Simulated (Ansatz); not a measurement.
Relaxation of CH₆AlF (9 atoms, charge 0, multiplicity 1), to a largest force component of 0.03 eV/Å in at most 50 steps.

The calculation used RKS B3LYP/def2-mTZVP (Ansatz 0.2.0).

```xyz
9
Properties=species:S:1:pos:R:3
Al -0.040 0.490 -0.439
F 0.147 0.230 2.429
C 1.740 0.008 -1.092
H 1.841 -1.066 -1.264
H 1.952 0.497 -2.050
H 2.532 0.313 -0.405
H -1.357 -0.286 -0.850
H -0.221 1.796 0.422
H -0.012 1.102 2.135
```

Q: Where does it end, and by what steps?

A: The run converged. After 15 steps the energy has fallen by 0.144 eV; F2 moved furthest, 0.64 Å.

| step | energy less start (eV) | largest force component (eV/Å) | accepted |
| --- | --- | --- | --- |
| 0 | 0.0000 | 0.361 | yes |
| 1 | -0.0226 | 0.729 | yes |
| 2 | -0.0645 | 0.805 | yes |
| 3 | -0.0979 | 0.937 | yes |
| 4 | -0.1095 | 0.479 | yes |
| 5 | -0.0810 | 0.688 | no |
| 6 | -0.1249 | 0.098 | yes |
| 7 | -0.1311 | 0.170 | yes |
| 8 | -0.1323 | 0.083 | yes |
| 9 | -0.1240 | 1.133 | no |
| 10 | -0.1362 | 0.119 | yes |
| 11 | -0.1396 | 0.374 | yes |
| 12 | -0.1410 | 0.102 | yes |
| 13 | -0.1430 | 0.129 | yes |
| 14 | -0.1434 | 0.030 | yes |
| 15 | -0.1435 | 0.020 | yes |

```xyz
9
Properties=species:S:1:pos:R:3
Al -0.021 0.573 -0.295
F 0.149 0.027 1.818
C 1.729 0.030 -1.001
H 1.858 -1.056 -0.990
H 1.848 0.344 -2.044
H 2.565 0.466 -0.447
H -1.342 -0.229 -0.658
H -0.209 2.055 0.301
H 0.003 0.873 2.202
```

Whether the end is a true minimum wasn't checked by a vibrational analysis.

The run took 29 s on 2 threads of Intel(R) Xeon(R) Platinum 8259CL CPU @ 2.50GHz (Skylake/Cascade Lake) (shared host), peak memory 0.16 GiB.
